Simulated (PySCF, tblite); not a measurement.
Compound: C₄H₈S.
Numbering: `[CH3:1][CH2:2][C:3]([CH3:4])=[S:5]` (hydrogens: H6, H7, H8 on C1; H9, H10 on C2; H11, H12, H13 on C4)

Computed with GFN2-xTB (tblite), gas phase: Langevin dynamics at 400 K from the optimised GFN2-xTB geometry, time step 0.5 fs, friction 0.01 fs⁻¹, 2000 steps. Over the second half of the run the saved frames average 394 K.

Frame at 250 fs, instantaneous temperature 522 K:
```
atom  x, y, z in Å
C1     -2.324   -0.339    0.042
C2     -1.013    0.405    0.008
C3      0.073   -0.268    0.736
C4      1.436    0.386    0.788
S5     -0.109   -1.809    1.380
H6     -3.144    0.182   -0.474
H7     -2.160   -1.225   -0.588
H8     -2.465   -0.574    1.120
H9     -1.284    1.354    0.607
H10    -0.755    0.526   -1.061
H11     1.653    0.596   -0.192
H12     1.342    1.236    1.493
H13     2.227   -0.245    1.206
```

Frame at 425 fs, instantaneous temperature 454 K:
```
atom  x, y, z in Å
C1     -2.710   -0.820    0.132
C2     -1.681    0.101    0.798
C3     -0.329   -0.495    1.287
C4      0.962    0.312    1.190
S5     -0.425   -2.101    1.691
H6     -3.524   -0.256   -0.297
H7     -2.132   -1.403   -0.638
H8     -3.080   -1.537    0.923
H9     -2.151    0.484    1.726
H10    -1.639    0.967    0.117
H11     1.287    0.146    0.161
H12     0.739    1.364    1.452
H13     1.714   -0.088    1.815
```

Frame at 625 fs, instantaneous temperature 386 K:
```
atom  x, y, z in Å
C1     -2.951   -0.619    0.391
C2     -1.631    0.054    0.379
C3     -0.531   -0.697    1.035
C4      0.531    0.213    1.511
S5     -0.509   -2.331    1.241
H6     -3.632    0.172    0.284
H7     -3.056   -1.475   -0.352
H8     -3.253   -1.121    1.333
H9     -1.810    1.004    0.903
H10    -1.312    0.224   -0.649
H11     0.896    1.007    0.904
H12     0.093    0.567    2.463
H13     1.440   -0.372    1.897
```

Frame at 800 fs, instantaneous temperature 320 K:
```
atom  x, y, z in Å
C1     -3.111   -0.819    0.088
C2     -1.783   -0.008    0.092
C3     -0.709   -0.692    0.872
C4     -0.489   -0.067    2.206
S5      0.080   -2.078    0.495
H6     -3.896   -0.484   -0.566
H7     -2.739   -1.749   -0.348
H8     -3.528   -0.960    1.064
H9     -1.970    0.991    0.386
H10    -1.534    0.007   -1.044
H11    -0.145   -0.790    2.940
H12     0.345    0.543    2.063
H13    -1.193    0.674    2.619
```

Frame at 1000 fs, instantaneous temperature 410 K:
```
atom  x, y, z in Å
C1     -3.188   -1.010    0.098
C2     -1.749   -0.310    0.126
C3     -0.950   -1.098    1.112
C4     -1.069   -0.770    2.604
S5     -0.142   -2.387    0.641
H6     -3.971   -0.527    0.564
H7     -3.354   -1.057   -1.015
H8     -3.072   -2.042    0.343
H9     -1.860    0.699    0.456
H10    -1.235   -0.593   -0.801
H11    -1.120   -1.642    3.148
H12    -0.193   -0.123    2.829
H13    -1.959   -0.119    2.809
```

**Question.** What do single points at PBE0/def2-SVPD (PySCF, gas phase, TDDFT, vertical, frozen core in the response) give on these frames?

**Answer.** 
| t (fs) | GFN2-xTB E above start (eV) | DFT E above lowest frame (eV) | HOMO (eV) | LUMO (eV) | dipole (D) | S1 (eV) | f(S1) |
| --- | --- | --- | --- | --- | --- | --- | --- |
| 250 | 0.62 | 0.20 | -6.22 | -2.08 | 2.93 | 2.38 | 0.000 |
| 425 | 0.50 | 0.00 | -6.27 | -2.05 | 2.87 | 2.45 | 0.000 |
| 625 | 0.55 | 0.05 | -6.33 | -1.94 | 3.04 | 2.62 | 0.000 |
| 800 | 0.58 | 0.14 | -6.41 | -2.06 | 3.00 | 2.58 | 0.000 |
| 1000 | 0.71 | 0.35 | -6.26 | -1.77 | 2.96 | 2.71 | 0.000 |

Both levels order the frames alike by energy; measured from each level's lowest frame they differ by 0.14 eV at most. The HOMO–LUMO gap runs from 4.14 to 4.49 eV. These are instantaneous structures, not minima.

What follows is the cost of the whole dynamics run. The run took 6.5 s on one thread, Arm Neoverse V2 (aarch64), shared host with 192 logical CPUs at a one-minute load of 13, and the process peaked at 0.18 GiB of memory.
